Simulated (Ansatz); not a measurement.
## What a trial cell of BaBi2 relaxes into

The calculation used Ansatz 0.2.0, DFT PBE, scalar-relativistic, plane waves, PAW.

BaBi2 was placed on the anatase structure type (I4_1/amd, No. 141), with Ba in place of Ti, Bi in place of O, at a guessed volume.

Input of the last, converged step (default PAW datasets):

```yaml
crystal:
  lattice:
    - [-2.7554478763, 2.7554478763, 11.9109593596]
    - [2.7554478763, -2.7554478763, 11.9109593596]
    - [2.7554478763, 2.7554478763, -11.9109593596]
  atoms:
    - { symbol: Ba, position: [0.0, 0.0, 0.0] }
    - { symbol: Ba, position: [0.75, 0.25, 0.5] }
    - { symbol: Bi, position: [0.1510942387, 0.1510942387, 0.0] }
    - { symbol: Bi, position: [0.9010942387, 0.4010942387, 0.5] }
    - { symbol: Bi, position: [0.5989057613, 0.0989057613, 0.5] }
    - { symbol: Bi, position: [0.8489057613, 0.8489057613, 0.0] }
basis:
  ecutwfc: 420
kpoints:
  mp_grid: { grid: [10, 10, 10] }
hamiltonian:
  xc: pbe
scf:
  occupations: { method: gaussian, width: 0.1 }
output:
  forces: true
  stress: true
  eigenvalues: true
relax:
  adjacent_minimum: "off"
  f_tol: 0.01
  max_steps: 80
  cell: { stress_tol: 0.05 }
```

Launched as:

```bash
ansatz run input.yaml --threads 1 --pin off --max-ram 2560MiB --backend cpu --events-out ev --progress --plain --runs-dir out
```

The run took 3.6 min on 1 thread of Arm Neoverse V1 (shared host), peak memory 1.3 GiB.

The program printed at the end:

```
SCF converged after 4 iterations
Free energy (F): -61486.611828 eV
Harris-Foulkes:  -61486.611828 eV  (|F-HF|=7.28e-12)
Internal energy: -61486.588087 eV  (E = F + TS)
E sigma→0 (E₀):  -61486.599957 eV
Entropy (-TS):   -0.023741 eV (-3.957 meV/atom)
Fermi energy:    4.737623 eV
--- Per-component energies (eV) ---
  E_band       = -912.296189
  E_kinetic    = 1545.530273
  E_local      = -9862.582842  (includes V_loc(G=0)·N_el)
  E_nonlocal   = 2348.278565
  E_hartree    = 3557.949078
  E_xc         = -936.913086
  E_vxc        = -842.696794  (∫ρ·V_xc dr)
  E_paw        = -53105.450682  (= ΣΔE_a)
  E_vpaw       = -1216.722039  (= ΣTr[D̂ρ^β])
  E_aug_tail   = -0.001749  (compensation charges beyond the density's cutoff)
  E_ewald      = -5033.397644
  E_smearing   = -0.023741  (= −TS)
  E_closure    =  0.000000  (closes the sum)
  Σ components = -61486.611828   (vs F -61486.611828, Δ=0.00e0)
--- Forces (eV/Å), atoms counted from 1 ---
  atom   1  Ba     0.00000000     0.00000000     0.00000000
  atom   2  Ba     0.00000000     0.00000000     0.00000000
  atom   3  Bi     0.00000000     0.00000000    -0.00290562
  atom   4  Bi     0.00000000     0.00000000    -0.00290562
  atom   5  Bi     0.00000000     0.00000000     0.00290562
  atom   6  Bi     0.00000000     0.00000000     0.00290562
  max |Σ_I F_I| component: 3.47e-18 eV/Å
--- Stress (GPa, compression-positive) ---
        0.016393       0.000000       0.000000
        0.000000       0.016393       0.000000
        0.000000       0.000000      -0.019762
  P = ⅓ Tr σ = 0.0043 GPa (0.043 kbar)
--- Relaxed structure (1 steps of the walk, 1 accepted, 1 SCFs on fresh bases) ---
  F+E_penalty+E_count = -61486.61182796 eV   max|allowed force component| = 2.906e-3 eV/Å   (the final SCF, on the basis selected at the relaxed cell)
  cell:  # Å, volume = 361.7355 Å³
    - [-2.755448, 2.755448, 11.910959]
    - [2.755448, -2.755448, 11.910959]
    - [2.755448, 2.755448, -11.910959]
  atoms:
    - { symbol: Ba, position: [0.0, 0.0, 0.0] }
    - { symbol: Ba, position: [0.75, 0.250000, 0.5] }
    - { symbol: Bi, position: [0.151094, 0.151094, 0.0] }
    - { symbol: Bi, position: [0.901094, 0.401094, 0.500000] }
    - { symbol: Bi, position: [0.598906, 0.098906, 0.5] }
    - { symbol: Bi, position: [0.848906, 0.848906, 0.0] }
```

Total energies depend on the potentials used, so only differences within one code and one set of settings carry meaning.

The result has space group I4_1/amd (No. 141). Ba is coordinated by 6 Bi at 3.60–3.63 Å; Bi has 2 Bi at 3.02 Å and 3 Ba at 3.60–3.63 Å.

Against the elements it lies at -0.22 eV/atom. The zero of energy is the elements' standard structures at the same level; no fitted shifts are applied.

The k mesh leaves about 4 meV/atom of noise in metals. Spin–orbit coupling is left out.

A structure relaxed within its symmetry needn't be a true minimum.